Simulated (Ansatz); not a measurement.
A structure relaxed at PBE0-D4/def2-TZVP, charge 0, multiplicity 1:

Cartesian coordinates in Å:
```
C -0.6726 -0.5775 0.3788
C 0.1752 0.6700 0.1677
Si 1.8281 0.5795 -0.7457
H -1.6517 -0.3411 0.8055
H -0.1826 -1.2745 1.0633
H -0.8312 -1.1062 -0.5634
H 0.2830 1.2468 1.0923
H -0.3453 1.3649 -0.5257
H 1.3971 -0.5620 -1.6728
```

Question: Give its formula and SMILES.

Answer: C2H6Si, `CC[SiH]`.

Question: Summarise the bond lengths by kind.

Answer: 1 × C–C 1.523 Å; 5 × C–H 1.092 to 1.111 Å; 1 × C–Si 1.891 Å; 1 × H–Si 1.532 Å.

Program: Ansatz 0.2.0.
